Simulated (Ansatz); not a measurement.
## What a trial cell of CsSi2 relaxes into

Method: DFT PBE, scalar-relativistic, plane waves, PAW (Ansatz). Cutoff 420 eV, Γ-centred k mesh, Gaussian smearing, no spin polarisation in the final step.

The start puts CsSi2 on the fluorite structure type (Fm-3m, No. 225), with Cs in place of Ca, Si in place of F, at a guessed volume.

```
CELL_PARAMETERS angstrom
0.00000 3.32700 3.32700
3.32700 0.00000 3.32700
3.32700 3.32700 0.00000
ATOMIC_POSITIONS crystal
Cs 0.00000 0.00000 0.00000
Si 0.25000 0.25000 0.25000
Si 0.75000 0.75000 0.75000
```

Cell and atoms relax at zero pressure; the relaxation can't lower the symmetry of the start. After a coarse first stage the cell is made exact in the group found at 0.06 Å.

Energies over the elements count from the elements' standard structures at the same level, with no empirical corrections.

(1) Which crystal results?

(2) What are its volume, energy, density and gap?

Answers

(1) It keeps Fm-3m (No. 225). The result has the fluorite structure. Conventional cell: a = 7.524 Å. Cs has 8 Si at 3.26 Å; Si is coordinated by 4 Cs at 3.26 Å and 6 Si at 3.76 Å.

Space group Fm-3m (No. 225). a = 7.524 Å, b = 7.524 Å, c = 7.524 Å, α = 90.00°, β = 90.00°, γ = 90.00°
| atom | site | symmetry | x | y | z |
| --- | --- | --- | --- | --- | --- |
| Cs | 4a | m-3m | 0.0000 | 0.0000 | 0.0000 |
| Si | 8c | -43m | 0.2500 | 0.7500 | 0.7500 |

(2) The volume per atom is 35.49 Å³, the density is 2.95 g/cm³ and the energy over the elements is 1.68 eV/atom. The gap on the 12×12×12 mesh is 0 eV (a metal).

The final run used a 12×12×12 mesh on its 3-atom cell and 0.10 eV smearing. The k mesh leaves about 4 meV/atom of noise in metals. Symmetry constrained the relaxation, so the result can be a saddle point.

Cost: 3 runs of about 0.62 core-minutes in all, on Arm Neoverse V1 (shared hosts).